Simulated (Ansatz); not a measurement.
Correlation energies of C3H7+ (`C[CH+]C`) by basis set

Cartesian coordinates in Å:
```
C -0.194 0.057 -1.266
C -0.046 -0.477 0.049
C 0.227 0.275 1.232
H -1.302 -0.023 -1.400
H 0.186 -0.608 -2.049
H 0.086 1.101 -1.386
H -0.152 -1.559 0.162
H -0.262 -0.130 2.124
H 0.158 1.356 1.130
H 1.300 0.010 1.405
```

Total charge 1; spin multiplicity 1. Geometry: relaxed with PBE0-D4/def2-TZVP. Frozen core, restricted reference, Ansatz 0.2.0. CBS rows extrapolate triple and quadruple zeta; past MP2 they add the triple-zeta difference.

```tsv
basis	HF (Eh)	MP2 corr.
def2-SVP	-117.29645	-0.40053
def2-TZVPP	-117.42813	-0.48713
def2-QZVPP	-117.43396	-0.51815
```

Problem. Estimate the CCSD correlation energy and the (T) correction in each basis where they were run (hartree).

Solution. 
```
     basis  CCSD corr.       (T)
  def2-SVP    -0.44701  -0.01313
def2-TZVPP    -0.52816  -0.01968
 CBS(def2)    -0.58216     as TZ
```
